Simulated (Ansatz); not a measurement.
**H2O ··· Si2H6**

The pair of H2O (SMILES O, atoms 1–3) and Si2H6 (SMILES [SiH3][SiH3], atoms 4–11), both closed shells, in one local arrangement (a lower one may exist), relaxed at PBE0-D4/def2-TZVP:

```
atom    x (Å)    y (Å)    z (Å)
  O1  -0.8216   0.0624  -3.0303
  H2  -1.1322  -0.8321  -3.1893
  H3   0.0147   0.1252  -3.4979
 Si4   0.5210   0.0806   2.3354
 Si5  -0.0489   0.0869   0.0636
  H6  -0.6933   0.2193   3.1859
  H7   1.2025  -1.1910   2.7052
  H8   1.4410   1.2076   2.6527
  H9  -0.7254   1.3626  -0.2768
 H10  -0.9523  -1.0617  -0.2092
 H11   1.1945  -0.0598  -0.7391
```

Ansatz 0.2.0; basis: def2-TZVPPD, with def2-QZVPPD for the basis limit; cores frozen in the correlated methods. B3LYP uses VWN-RPA correlation. Extrapolation: Hartree–Fock as exp(−7.88 √X), correlation as X^−2.97. Interaction energies count from these two fragments, frozen as in the pair, with the counterpoise correction; negative means bound.

Task: What is the interaction energy by CCSD(T) at an estimated basis limit (MP2 extrapolated from triple and quadruple zeta, plus CCSD(T) − MP2 in triple zeta)? (To be estimated.)

Result: By the calculation: -1.25 kcal/mol. Hartree–Fock alone gives 0.33 kcal/mol at the basis limit, so without correlation the pair would not bind at this distance. It counts from the two fragments frozen as in the pair.

The same quantity by other methods in triple zeta, and each one's difference from that estimate:
```json
{"method": "PBE-D4", "E_int (kcal/mol)": "-1.33", "difference": "-0.09"}
{"method": "revPBE-D4", "E_int (kcal/mol)": "-0.75", "difference": "0.50"}
{"method": "BLYP-D4", "E_int (kcal/mol)": "-0.77", "difference": "0.48"}
{"method": "r2SCAN-D4", "E_int (kcal/mol)": "-1.40", "difference": "-0.15"}
{"method": "B97M-V", "E_int (kcal/mol)": "-1.56", "difference": "-0.31"}
{"method": "PBE0-D4", "E_int (kcal/mol)": "-1.24", "difference": "0.00"}
{"method": "B3LYP-D4", "E_int (kcal/mol)": "-1.00", "difference": "0.25"}
{"method": "HSE06-D4", "E_int (kcal/mol)": "-1.24", "difference": "0.01"}
{"method": "wB97X-V", "E_int (kcal/mol)": "-1.33", "difference": "-0.08"}
{"method": "wB97M-V", "E_int (kcal/mol)": "-1.42", "difference": "-0.17"}
{"method": "B2PLYP", "E_int (kcal/mol)": "-0.44", "difference": "0.81"}
{"method": "HF", "E_int (kcal/mol)": "0.35", "difference": "1.59"}
{"method": "MP2", "E_int (kcal/mol)": "-0.90", "difference": "0.34"}
{"method": "CCSD", "E_int (kcal/mol)": "-0.78", "difference": "0.46"}
{"method": "CCSD(T)", "E_int (kcal/mol)": "-1.00", "difference": "0.24"}
```
Differences are method less estimate.

Basis-set superposition shift (counterpoise-corrected less uncorrected): CCSD(T) 0.36; MP2 0.36; HF 0.05; PBE0-D4 0.05; wB97M-V 0.05 kcal/mol.

T1 diagnostic: at most 0.013.

For scale, one of the runs: CCSD(T)/def2-TZVPPD, 272 basis functions, launched by `ansatz run in.yaml --threads 4 --pin off --events-out ev --progress --plain --max-ram 9574MiB`. Hardware: 4 CPU threads of an Arm Neoverse V2, shared host. Wall time 97 s; peak host memory 6.7 GiB.
